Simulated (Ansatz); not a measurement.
C8H18 (`CC[C@@H](C)[C@@H](C)CC`), relaxed with RKS PBE0-D4/def2-TZVP in the Gaussian-basis code of Ansatz from a GFN2-xTB geometry. The force threshold is 0.005 eV/Å; the program also tests the step.

The species carries charge 0 and has multiplicity 1.

Start:

```xyz
26

C    -1.206    2.722   -0.134
C    -1.417    1.316    0.421
C    -0.660    0.225   -0.365
C    -1.602   -0.954   -0.612
C     0.624   -0.239    0.354
C     1.558    0.933    0.661
C     1.393   -1.298   -0.464
C     1.289   -2.702    0.123
H    -1.543    2.773   -1.167
H    -0.159    3.009   -0.103
H    -1.777    3.445    0.445
H    -2.487    1.101    0.385
H    -1.126    1.287    1.472
H    -0.369    0.640   -1.337
H    -2.496   -0.616   -1.132
H    -1.904   -1.400    0.334
H    -1.135   -1.722   -1.223
H     0.325   -0.688    1.308
H     1.855    1.432   -0.260
H     1.088    1.661    1.316
H     2.456    0.571    1.159
H     1.035   -1.307   -1.495
H     2.450   -1.025   -0.502
H     0.255   -3.030    0.179
H     1.842   -3.412   -0.489
H     1.708   -2.723    1.128
```

**Question.** How much energy does the relaxation release, and in how many steps? (An estimate is asked.)

**Answer.** Ansatz gave: 2.47 kJ/mol, in 9 steps.

**Question.** Which bonds change most? (Estimate.)

**Answer.** Computed: C6–H19 from 1.088 to 1.095 Å; C3–C4 from 1.530 to 1.524 Å; C4–H16 from 1.088 to 1.095 Å; C5–C6 from 1.529 to 1.524 Å.

**Question.** Give the relaxed structure. (An estimate is asked.)

**Answer.** Ansatz gave: 
```xyz
26

C    -1.228    2.712   -0.110
C    -1.410    1.303    0.433
C    -0.651    0.215   -0.349
C    -1.571   -0.969   -0.622
C     0.651   -0.215    0.349
C     1.571    0.969    0.620
C     1.411   -1.303   -0.432
C     1.227   -2.712    0.111
H    -1.589    2.777   -1.140
H    -0.180    3.017   -0.112
H    -1.786    3.441    0.483
H    -2.479    1.067    0.421
H    -1.115    1.267    1.488
H    -0.362    0.640   -1.321
H    -2.472   -0.639   -1.144
H    -1.886   -1.440    0.315
H    -1.095   -1.733   -1.239
H     0.363   -0.640    1.322
H     1.886    1.440   -0.317
H     1.096    1.734    1.237
H     2.473    0.639    1.142
H     1.117   -1.268   -1.487
H     2.480   -1.068   -0.420
H     0.179   -3.016    0.113
H     1.785   -3.442   -0.481
H     1.588   -2.778    1.141
```
